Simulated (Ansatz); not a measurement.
2H WS2 was calculated with PBE0-D3(BJ) (Ansatz, a quantum-chemistry and plane-wave program, plane waves, PAW).

The cell is the one relaxed with PBE-D3(BJ): a = b = 3.1541 Å, c = 12.1393 Å, α = β = 90.00°, γ = 120.00°.

Task: Predict the interlayer binding energy.

Result: 
- interlayer binding energy: 40.8 meV/Å²

Spin–orbit coupling is not included.

Computed values are for the static lattice.

It cost about 15 core-minutes (a rough figure) of CPU time.
